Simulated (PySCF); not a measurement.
**hydrogen fluoride in clusters of ammonia**

Gas-phase clusters of one hydrogen fluoride with n ammonia, each in one structure from a short search with a few starts, optimised by PBE0-D3(BJ)/def2-SVPD or PBE0-D3(BJ)/def2-TZVPD; other arrangements may lie lower. Binding energies from relaxed separate molecules, wB97M-D3(BJ)/def2-TZVPD, counterpoise-corrected, in kcal/mol (PySCF).

Frequency runs check only 1 of the 3 structures; these show no clear imaginary mode.

Task: How does binding build up with each further ammonia?

Result: 
```json
{"n": "1", "binding energy": "-12.7", "gain of the last molecule": "-12.7"}
{"n": "2", "binding energy": "-19.8", "gain of the last molecule": "-7.1"}
{"n": "3", "binding energy": "-27.1", "gain of the last molecule": "-7.3"}
```

The energies hold the contacts among the ammonia molecules too.
